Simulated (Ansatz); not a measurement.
Al3. Charge 0, multiplicity 4. Geometry PBE0-D4/def2-TZVP.

```xyz
3

Al   -0.5183   -1.2797    0.8797
Al   -0.3627    1.2674    0.5001
Al    0.8810    0.0124   -1.3798
```

B3LYP takes the VWN-RPA correlation. The order of the spin states hangs on the level: the doublet lies 0.12 eV below the quartet at PBE0-D4/def2-TZVP, but 0.48 eV above it at HF/6-31G. The structure comes from a short search, and lower isomers may exist.

(1) Estimate the α-spin orbital energies around the gap (eV) in Ansatz with HF/6-31G, BLYP-D4/def2-TZVP, B97M-V/def2-TZVP, r2SCANh-D4/def2-TZVP, B3LYP-D4/6-31G.

Results:

(1) 
```
orbital  HF/6-31G  BLYP-D4/def2-TZVP  B97M-V/def2-TZVP  r2SCANh-D4/def2-TZVP  B3LYP-D4/6-31G
 HOMO−9    -87.79             -69.23            -71.91                -72.89          -73.51
 HOMO−8    -87.07             -68.95            -71.57                -72.51          -73.13
 HOMO−7    -87.05             -68.92            -71.54                -72.48          -73.12
 HOMO−6    -87.00             -68.87            -71.49                -72.44          -73.08
 HOMO−5    -16.21             -10.36            -10.92                -11.70          -12.09
 HOMO−4    -11.55              -7.37             -7.76                 -8.33           -8.60
 HOMO−3    -10.45              -6.67             -7.04                 -7.49           -7.74
 HOMO−2     -7.05              -4.27             -4.63                 -5.17           -4.98
 HOMO−1     -6.53              -4.16             -4.46                 -4.99           -4.97
   HOMO     -6.40              -3.63             -3.90                 -4.42           -4.49
   LUMO     -0.49              -3.07             -3.28                 -3.05           -2.89
 LUMO+1      0.38              -2.08             -2.29                 -2.12           -1.84
 LUMO+2      0.98              -1.56             -1.73                 -1.51           -1.27
 LUMO+3      2.24              -0.52             -0.62                 -0.31           -0.14
 LUMO+4      2.94               0.15              0.11                  0.39            0.61
 LUMO+5      2.95               0.31              0.26                  0.64            0.77
 β HOMO     -7.84              -6.05             -6.12                 -6.49           -6.77
 β LUMO     -0.26              -3.52             -3.44                 -3.22           -3.26
```
